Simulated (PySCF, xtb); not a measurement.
Li2, SMILES [Li][Li].

Harmonic wavenumbers (cm⁻¹) from GFN2-xTB in xtb 6.7.1 at its own minimum, in rising order: 388.

Q: What does PySCF with B3LYP-D3(BJ)/def2-TZVPD give at its own minimum? (An estimate is asked for; the answer gives what the named calculation found.)

A: 325. Paired by order, the mean absolute difference is 63 cm⁻¹ and the zero-point energies are 0.6 and 0.5 kcal/mol.
